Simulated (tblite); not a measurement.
# CH5FO: the cost of one run

Programs: tblite 0.8.0 and PySCF 2.14.0. All values are calculated, for the isolated system unless a continuum is named. Atoms count from 0, parts from 1.

## Step 1: Starting point

8 atoms, charge 0, multiplicity 1; geometry: rigid parts in contact. Parts: 1 = atoms 0–4, `CF`, charge 0; 2 = atoms 5–7, `O`, charge 0.

## Step 2: Docking the parts with GFN2-xTB

The job: settings as JSON, then the geometry in Å.

```
{"job": {"kind": "dock", "xc": "GFN2-xTB", "basis": "xTB"}, "charge": 0, "multiplicity": 1, "parts": [{"atoms": "0-4", "charge": 0, "multiplicity": 1}, {"atoms": "5-7", "charge": 0, "multiplicity": 1}]}
C     -0.069205     0.005334     0.007744
F      1.282554    -0.098844    -0.143462
H     -0.300853    -0.108313     1.067339
H     -0.375302     0.987974    -0.352977
H     -0.537195    -0.786151    -0.578644
O      1.309232    -0.827588    -2.910783
H      1.685315    -0.859816    -2.028960
H      0.986283    -1.707601    -3.114191
```

Level: GFN2-xTB search for minima from random contacts, gas phase.

Launch:

```bash
$ OMP_NUM_THREADS=1 python cluster_run.py task.json out
```

This one command runs all jobs of the session in turn.

**Question.** How long does this first job take on 1 thread of Arm Neoverse V2, shared host?

About 3.2 s.
